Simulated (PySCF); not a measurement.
```xyz
12

C      1.9578    -0.0311    -0.3953
C      0.8890    -0.0486     0.3905
C     -0.4239     0.6023     0.0819
C     -1.5789    -0.4031     0.0264
H      2.8773    -0.5305    -0.1180
H      1.9510     0.4883    -1.3474
H      0.9388    -0.5854     1.3356
H     -0.3510     1.1410    -0.8664
H     -0.6435     1.3499     0.8524
H     -1.6759    -0.9416     0.9718
H     -1.4134    -1.1408    -0.7608
H     -2.5273     0.0997    -0.1708
```

Charge 0, multiplicity 1.

Task: Give the Mulliken and meta-Löwdin atomic charges from TPSSh-D3(BJ)/def2-TZVP // B3LYP-D3(BJ)/def2-TZVP (PySCF).

Result: 
```json
[
 {"atom": "C1", "Mulliken (e)": "-0.27", "meta-Löwdin (e)": "-0.27"},
 {"atom": "C2", "Mulliken (e)": "-0.14", "meta-Löwdin (e)": "-0.09"},
 {"atom": "C3", "Mulliken (e)": "-0.10", "meta-Löwdin (e)": "-0.18"},
 {"atom": "C4", "Mulliken (e)": "-0.35", "meta-Löwdin (e)": "-0.32"},
 {"atom": "H5", "Mulliken (e)": "0.12", "meta-Löwdin (e)": "0.12"},
 {"atom": "H6", "Mulliken (e)": "0.11", "meta-Löwdin (e)": "0.11"},
 {"atom": "H7", "Mulliken (e)": "0.10", "meta-Löwdin (e)": "0.10"},
 {"atom": "H8", "Mulliken (e)": "0.09", "meta-Löwdin (e)": "0.10"},
 {"atom": "H9", "Mulliken (e)": "0.09", "meta-Löwdin (e)": "0.11"},
 {"atom": "H10", "Mulliken (e)": "0.11", "meta-Löwdin (e)": "0.10"},
 {"atom": "H11", "Mulliken (e)": "0.12", "meta-Löwdin (e)": "0.11"},
 {"atom": "H12", "Mulliken (e)": "0.12", "meta-Löwdin (e)": "0.11"}
]
```
